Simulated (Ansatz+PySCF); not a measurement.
Two shapes of triplet LiHO2 in separate pieces.

Shape 1:

```xyz
4

O     0.0000    0.0000   -0.5941
O     0.0000    0.0000    0.5941
Li   30.0000    0.0000   -1.4381
H    30.0000    0.0000    4.3142
```

Shape 2:

```xyz
4

O     0.0000    0.0000   -2.1389
O     0.0000    0.0000    2.1389
Li   30.0000    0.0000   -0.3995
H    30.0000    0.0000    1.1984
```

Basis set: 6-31G (spherical functions). Left uncorrelated: 2 orbitals. Correlation on ROHF uses semicanonical orbitals with singles. Charge 0, multiplicity 3.

Computed with Ansatz (development build ahead of 0.2.0); each method stands on the lowest determinant of its kind that the runs found.

Problem. Which shape is lower in energy, and by how much in each method?

Solution.

```csv
method,E(2) − E(1) (eV)
ROHF,-0.610
UHF,-0.580
UHF-MP2,2.629
ROHF-CCSD,1.806
ROHF-CCSD(T),1.892
```

The methods disagree on the order. Caution for ROHF, ROHF-CCSD, ROHF-CCSD(T): an unrestricted determinant lies well below. Caution for UHF, UHF-MP2: the unrestricted determinant is a mixture of spin states. Caution for UHF-MP2, ROHF-CCSD, ROHF-CCSD(T): large amplitudes, a single reference is doubtful; a plain start can end on a higher determinant.
